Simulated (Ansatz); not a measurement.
# ClSi: the cost of one run

Computed with Ansatz 0.2.0, Gaussian basis. Level: the settings change from run to run.

33 further runs of the same task are left out: 2 for a known fault of the program, 28 that didn't finish, 3 set aside as unsound or not needed. Runs told in other sessions of the task aren't counted.

**1. What is computed**

The geometry derives from a PBE0/def2-TZVP stationary point (not a proven minimum). One bond is set to the value named and the two fragments are kept rigid.

2 atoms, charge 0, spin multiplicity 2.

Atoms are counted from 1 here; the program's logs count them from 0.

No contacts short enough for the rule that draws bonds.

**2. MRCISD+Q(3,8)/cc-pVDZ**

in.yaml reads:

```yaml
crystal:
  periodic: [false, false, false]
  atoms:
    - {symbol: Si, position_ang: [0.000000, 0.000000, 0.000000]}
    - {symbol: Cl, position_ang: [0.000000, 0.000000, 7.038000]}
basis:
  gaussian: {orbitals: cc-pVDZ, fitting: {mean_field: def2-universal-jkfit}}
magnetization: {spin_polarized: false, initial_magnetization: 1}
correlation: {method: fic_mrcisd_q, electrons: outside_noble_gas, active_space: {window: {electrons: 3, orbitals: 8}}}
```

Command:

```sh
$ ansatz run in.yaml --threads 1 --pin off --events-out ev --progress --plain --max-ram 2393MiB
```

**Question.** How long does this run take on 1 thread of AMD EPYC 9R45, shared host, and how much memory does it need?

About 12 s, with a peak of 0.25 GiB.
